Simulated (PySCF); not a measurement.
Magnetic shielding above rings: a mixed set.

Probes without a nucleus sit at each ring's centroid and 1 Å off its mean plane on both sides; NICS is minus the shielding there, NICSzz its component along the normal. Level: GIAO PBE0/pcSseg-1 (PySCF, non-relativistic, gas phase) on the GFN2-xTB geometries, one conformer each. Atom numbers follow the mapped SMILES.

**Question.** Order these rings by mean NICS(1)zz, lowest (most negative) first (ppm).
A. ring C1–C2–C3–C4 in `[CH:1]1=[CH:2][CH:3]=[CH:4]1`
B. ring C4–C5–O6–C7–O9 in `[CH3:1][N:2]([CH3:3])[c:4]1[cH:5][o:6][c:7](=[O:8])[o:9]1`
C. ring C3–C4–Si5–C6 in `[CH3:1][CH2:2][CH:3]1[CH2:4][SiH2:5][CH2:6]1`
D. ring C8–C9–C10 in `[N:1]#[C:2][C@@H:3]1[C@H:4]([Cl:5])[CH2:6][CH2:7][C:8]12[CH2:9][CH2:10]2`
E. ring Si3–C4–Si5–C6–Si7–C10 in `[CH:1]#[C:2][Si@@H:3]1[CH2:4][SiH2:5][CH2:6][Si@@H:7]([C:8]#[N:9])[CH2:10]1`
F. ring C3–C4–C5–C6–P7 in `[CH3:1][O:2][C@@H:3]1[CH2:4][CH2:5][CH2:6][P@:7]1([CH3:8])=[S:9]`
G. ring C2–P3–C4–C5–C6–C11 in `[F:1][c:2]1[p:3][cH:4][cH:5][c:6]2[cH:7][cH:8][cH:9][cH:10][c:11]12`

**Answer.** G (-25.6), D (-20.8), B (-8.5), F (-2.1), E (3.8), C (5.8), A (63.0).

```json
{"SMILES": "Fc1pccc2ccccc12", "ring": "6-membered ring with P; formal bonds all aromatic", "NICS(0)": "-8.8", "NICS(1)": "-10.9", "NICS(1)zz": "-25.6", "HOMA": "0.80", "rms pucker (Å)": "0.00", "ring atoms with four or more neighbours": "0"}
{"SMILES": "N#C[C@@H]1[C@H](Cl)CCC12CC2", "ring": "3-membered carbocycle; formal bonds all single", "NICS(0)": "-44.2", "NICS(1)": "-8.4", "NICS(1)zz": "-20.8", "HOMA": "–", "rms pucker (Å)": "0.00", "ring atoms with four or more neighbours": "3"}
{"SMILES": "CN(C)c1coc(=O)o1", "ring": "5-membered ring with 2 O; bonds drawn aromatic by RDKit's count", "NICS(0)": "-8.4", "NICS(1)": "-4.4", "NICS(1)zz": "-8.5", "HOMA": "-0.39", "rms pucker (Å)": "0.00", "ring atoms with four or more neighbours": "0"}
{"SMILES": "CO[C@@H]1CCC[P@]1(C)=S", "ring": "5-membered ring with P; formal bonds all single", "NICS(0)": "-5.3", "NICS(1)": "-3.9", "NICS(1)zz": "-2.1", "HOMA": "–", "rms pucker (Å)": "0.21", "ring atoms with four or more neighbours": "5"}
{"SMILES": "C#C[Si@@H]1C[SiH2]C[Si@@H](C#N)C1", "ring": "6-membered ring with 3 Si; formal bonds all single", "NICS(0)": "-2.3", "NICS(1)": "-2.0", "NICS(1)zz": "3.8", "HOMA": "–", "rms pucker (Å)": "0.28", "ring atoms with four or more neighbours": "6"}
{"SMILES": "CCC1C[SiH2]C1", "ring": "4-membered ring with Si; formal bonds all single", "NICS(0)": "0.8", "NICS(1)": "-0.6", "NICS(1)zz": "5.8", "HOMA": "–", "rms pucker (Å)": "0.08", "ring atoms with four or more neighbours": "4"}
{"SMILES": "C1=CC=C1", "ring": "4-membered carbocycle; formal bonds 2 double, 2 single", "NICS(0)": "29.6", "NICS(1)": "19.0", "NICS(1)zz": "63.0", "HOMA": "-2.97", "rms pucker (Å)": "0.00", "ring atoms with four or more neighbours": "0"}
```

NICS(0) gives another order. The isotropic NICS(1) gives the same order. HOMA uses Krygowski's 1993 parameters; it is left out where a ring has a four-coordinate atom, a triple bond, no multiple bond or a kind of bond without parameters. NICS(1) and NICS(1)zz are means over the two faces.
